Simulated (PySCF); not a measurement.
Rock-salt LiCl: PBE at its full settings () and at cheaper ones, in a cell of 2 atoms.

```csv
level and setting,equilibrium lattice constant a (Å),bulk modulus B0 (GPa)
PBE (PySCF),5.157,31.7
PBE/6-31G* (2×2×2 k mesh) (PySCF),5.393,26.3
PBE/GTH-DZVP (2×2×2 k mesh) (PySCF),5.415,25.9
PBE/STO-3G (2×2×2 k mesh) (PySCF),5.048,56.5
```

Largest shifts from the full settings: lattice constant a +5.00 % (PBE/GTH-DZVP (2×2×2 k mesh)), against a difference of +1.72 % of the full result from the reference 5.07 Å (measured, static lattice: zero-point anharmonic expansion removed, sources range from 5.056 to 5.072; as tabulated in Mejia-Rodriguez and Trickey (2018), arXiv:1807.09216); bulk modulus +78 % (PBE/STO-3G (2×2×2 k mesh)), against a difference of -18.1 % of the full result from the reference 38.7 GPa (measured, 0 K value with the zero-point phonon effect removed, sources range from 37.3 to 38.7; as tabulated in Mejia-Rodriguez and Trickey (2018), arXiv:1807.09216).

Run with cheap settings on purpose, which may leave them unconverged: PBE/6-31G* (2×2×2 k mesh), PBE/GTH-DZVP (2×2×2 k mesh), PBE/STO-3G (2×2×2 k mesh).
